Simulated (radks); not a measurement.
# Mg³⁺ in [He] 2s2 2p5: an all-electron calculation

The task here is to estimate one member of a computed series from the others.

The numbers are computed with radks (a radial shooting solver on a logarithmic mesh, Libxc functionals) version 1 (scalar-relativistic Kohn-Sham, PBEsol, spin-polarised, spherical densities, point nucleus; open shells are filled with parallel spins first), except any that are marked as measured or tabulated.

**Starting point**

- element: magnesium (Z = 12)
- charge: +3
- electrons: 9
- configuration: [He] 2s2 2p5

Outer shells as boxes (Hund's rule):

Mg³⁺
```
[He] core
2s [↑↓]
2p [↑↓][↑↓][↑ ]
```

The first run:

Settings of this run:

```text
Z 12
configuration [He] 2s2 2p5 3s0 3p0 3d0
relativity scalar-relativistic
functional pbe_sol,pbe_sol
spin polarised
nucleus point
c 137.035999084
```

On the command line:

```console
python run_ks.py task.json out
```

This one command runs every case of the session in turn.

One table of the session follows, with a row left open; its other results are not shown here.

It belongs to the step «Orbitals and density». From the orbitals of this run (lengths in bohr):

| level | <r> | outermost maximum (interpolated) | 90 % within |
| --- | --- | --- | --- |
| 1s up | 0.1308 | 0.0852 | 0.234 |
| 1s down | 0.1307 | 0.0852 | 0.234 |
| 2s up | 0.6705 | 0.537 | 1.06 |
| 2s down | 0.6746 | 0.539 | 1.06 |
| 2p up | 0.6385 | 0.463 | 1.07 |
| 2p down | ? | ? | ? |

**Question.** Estimate the row for 2p down.

The run gave: <r>: 0.6455; outermost maximum (interpolated): 0.466; 90 % within: 1.09. In the column «<r>» it lies between 2p up (0.6385) and 2s up (0.6705).

Limits of these values: Open shells are spherical and high-spin; term and fine-structure splittings are not resolved.
